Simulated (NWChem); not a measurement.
A series in which one site is exchanged, each optimised at B3LYP/6-31G* with NWChem, gas phase unless a solvent is named. Pople sets run with spherical d functions.

A: [F][Li] (LiF; site = Li)
B: [F][K] (KF; site = K)
C: F (HF; site = H)
D: FF (F$_{2}$; site = F)

Problem. Rank them by dipole (D), B3LYP/6-31G*, lowest first.

Solution. D (0.00), C (1.86), A (5.58), B (7.60)
